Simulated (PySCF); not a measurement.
B(F)3 cation (BF₃), SMILES FB(F)F (connectivity only; charge and spin as stated), charge +1, multiplicity 2. Atoms are numbered in the order given.

```xyz
4

B      0.0000     0.0000    -0.1798
F      0.0000     0.0000    -1.4323
F      0.0000    -0.9856     0.7661
F      0.0000     0.9856     0.7661
```
Charge +1, spin multiplicity 2.

Geometry optimised at ωB97X-D3(BJ)/def2-TZVP. The spin state was assumed, not searched. The isomer is the one that the SMILES or the coordinates give; other isomers of the formula were not compared.

All values below come from PBE/pcH-1 (PySCF).

Unrestricted Kohn–Sham, ⟨S²⟩ = 0.752. Hyperfine tensors hold the contact and dipolar terms, without spin-orbit corrections.

Task: Estimate the hyperfine couplings. (The exact figures need the calculation; the answer reports its results.)

Result: 
```
nucleus    A(iso) (MHz)  A(iso) (G)  dipolar principal values (MHz)
---------  ------------  ----------  ------------------------------
11B no. 1         -29.0       -10.3                  -9.3, 3.4, 5.9
19F no. 2          -0.4        -0.2            -105.3, -96.1, 201.4
19F no. 3         100.2        35.7          -888.4, -886.8, 1775.2
19F no. 4         100.2        35.7          -888.4, -886.8, 1775.2
```

Task: And the g tensor (effective nuclear charges for spin-orbit coupling, GIAO)? (An estimate is asked for; the answer gives what the named calculation found.)

Result: principal values 2.0141, 2.0161, 2.0267; isotropic 2.0190.
